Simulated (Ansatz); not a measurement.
# HF with H₂O₂: superposition error and deformation

The task here is to estimate one member of a computed series from the others.

The runs use Ansatz 0.2.0, Gaussian basis; PBE0-D4 structures, single points in def2-TZVPPD.

Levels: PBE-D4, revPBE-D4, BLYP-D4, r2SCAN-D4, B97M-V, PBE0-D4, B3LYP-D4, HSE06-D4, wB97X-V, wB97M-V, B2PLYP, Hartree-Fock, MP2, CCSD, CCSD(T).

Cores are frozen in the correlated methods. B3LYP uses VWN-RPA correlation. B2PLYP carries no dispersion term here.

23 further runs of the same task are left out: 23 set aside as unsound or not needed.

### Where the work starts

The relaxed pair: 6 atoms, charge 0, spin multiplicity 1.

Atoms are counted from 1 here; the program's logs count them from 0.

Bond lengths: F1–H2 0.942 Å, O3–O4 1.426 Å, O3–H5 0.966 Å, O4–H6 0.971 Å. Angles: O4–O3–H5 101.7°, O3–O4–H6 101.1°.

Geometry (Å):

```xyz
6
charge 0, multiplicity 1
F    -0.20001   -0.41020   -1.72930
H     0.21642    0.16003   -1.10567
O     0.52043    0.57453    0.51625
O    -0.06399   -0.58092    1.11263
H    -0.03442    1.28086    0.87196
H    -0.43842   -1.02430    0.33424
```

Atoms 1 to 2 are fragment A (HF), the rest fragment B (H₂O₂). From earlier runs, pair energy (eV) and counterpoise interaction (meV):

```
   method      E(pair)  interaction
   PBE-D4  -6854.01199         -359
revPBE-D4  -6858.78654         -289
  BLYP-D4  -6860.10222         -316
r2SCAN-D4  -6857.48192         -387
   B97M-V  -6858.23450         -353
  PBE0-D4  -6853.72318         -359
 B3LYP-D4  -6860.85897         -338
 HSE06-D4  -6853.43186         -357
  wB97X-V  -6858.23187         -341
  wB97M-V  -6858.61476         -343
   B2PLYP  -6856.60685         -313
      MP2  -6848.95020         -298
  CCSD(T)  -6849.90887         -300
```

First each fragment is run alone in its own basis, frozen in the shape it has in the pair (a, b).

Set-up of the first run:

a/in.yaml reads:

```yaml
crystal:
  periodic: [false, false, false]
  atoms:
    - {symbol: F, position_ang: [-0.200008, -0.410199, -1.729301]}
    - {symbol: H, position_ang: [0.216417, 0.160033, -1.105673]}
basis:
  gaussian: {orbitals: "def2-TZVPPD.json"}
correlation: {method: ccsd_t}
```

b/in.yaml reads:

```yaml
crystal:
  periodic: [false, false, false]
  atoms:
    - {symbol: O, position_ang: [0.520427, 0.574529, 0.516250]}
    - {symbol: O, position_ang: [-0.063992, -0.580916, 1.112628]}
    - {symbol: H, position_ang: [-0.034420, 1.280857, 0.871963]}
    - {symbol: H, position_ang: [-0.438423, -1.024303, 0.334235]}
basis:
  gaussian: {orbitals: "def2-TZVPPD.json"}
correlation: {method: ccsd_t}
```

The basis file named in the input lies beside it (Basis Set Exchange, JSON).

No record of the launch command was kept for these runs.

Steps of the session up to this table: CCSD(T)/def2-TZVPPD; Relaxing HF alone; Relaxing H₂O₂ alone.

One table of the session follows, with a row left open; its other results are not shown here.

```
      method  interaction with counterpoise (meV)
      PBE-D4                                 -359
   revPBE-D4                                 -289
     BLYP-D4                                 -316
   r2SCAN-D4                                 -387
      B97M-V                                 -353
     PBE0-D4                                 -359
    B3LYP-D4                                 -338
    HSE06-D4                                 -357
     wB97X-V                                 -341
     wB97M-V                                 -343
      B2PLYP                                 -313
Hartree-Fock                                 -224
         MP2                                 -298
        CCSD                                    ?
     CCSD(T)                                 -300
```

Estimate the missing values for CCSD.

As computed: interaction with counterpoise (meV): -281. In the column «interaction with counterpoise (meV)» it lies between revPBE-D4 (-289) and Hartree-Fock (-224).
